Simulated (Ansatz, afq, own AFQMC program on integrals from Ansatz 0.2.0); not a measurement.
## B, doublet: AFQMC among the cluster methods

A free B atom.

Basis cc-pVDZ. Noble-gas cores (and the filled d shells of Ga–Kr and In–Xe) are frozen. Integrals, coupled cluster, full CI and functionals: Ansatz 0.2.0; the random walks run on the same integrals in our own AFQMC program. ph-AFQMC/CISD is guided by a CISD state made of CCSD amplitudes; releasing the constraint for a short imaginary time cuts its bias at the price of noise, slowly where states lie close. Free projection: walkers drawn from exp(T), propagated without any constraint. Its projection time is finite, and what remains of the start isn't in its error. ± is one standard error of the sampling.

Determinant: UHF, the one that the program's search chose, which needn't be the lowest solution.

Full CI on the same integrals is exact in this basis and with this determinant's frozen core.

* T1 diagnostic: 0.0110
* weight of the determinant in the CISD state: 0.934
* ⟨S²⟩ of the determinant: 0.757
* size of the correlated space: 3 electrons in 13 orbitals

| level | correlation energy (eV) |
| --- | --- |
| MP2 | -0.9935 |
| CCSD | -1.5957 |
| CCSD(T) | -1.6176 |

Q: Estimate where full CI lies against CCSD(T) on the same integrals.

A: 9.9 meV below CCSD(T).

Reference: full CI, correlation energy -1.628 eV. The released energy is read at 1.50 1/Eh (meV from the phaseless value at times in 1/Eh: -0.9 ± 0.5 at 0.24, -0.9 ± 0.6 at 0.50, -1.8 ± 0.5 at 1.00, -1.8 ± 0.3 at 1.50).

| level | E − E(reference) (meV) | share of correlation (%) |
| --- | --- | --- |
| CCSD(T) | 9.9 | 99.39 |
| ph-AFQMC/HF | 114.2 ± 11.3 | 92.98 |
| ph-AFQMC/CISD | 3.1 ± 0.5 | 99.81 |
| released AFQMC | 1.3 ± 0.3 | 99.92 |
| free AFQMC | 0.4 ± 0.2 | 99.98 |

Free projections are given only where their last times agree within the noise and don't stop above the reference; a slow remainder of the start can still hide under it. A walk keeps the symmetry of its determinant, which the program's search chose and which needn't be the lowest solution, so a lower state of the same spin and another symmetry isn't excluded. Released energies are given only where the last usable release times agree within the noise; a slower fall can still hide under it.
